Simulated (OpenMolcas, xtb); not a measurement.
HBS (hydrogen boron sulfide): methods side by side

HBS: 3 atoms, total charge 0, spin state singlet. SMILES: `B=S`. The coordinates come from a PBE0-D4/def2-TZVP relaxation.

```tsv
atom	x (Å)	y (Å)	z (Å)
B	-0.0387	-0.0146	0.1348
S	0.3992	0.1476	-1.3933
H	-0.3605	-0.1331	1.2585
```

Quantity: the dipole moment, in D. The values are calculated.

**Question.** The value from experiment is 1.30 D (NIST CCCBDB). From what is known of these methods, estimate their order from the nearest to it to the farthest.
A. HF/def2-TZVPPD (OpenMolcas)
B. TPSS/def2-TZVPPD (OpenMolcas)
C. GFN1-xTB (xtb)
D. SVWN5/def2-TZVPPD (OpenMolcas)

**Answer.** B (1.34 D, +0.04), D (1.20 D, -0.10), C (1.43 D, +0.13), A (2.00 D, +0.70).
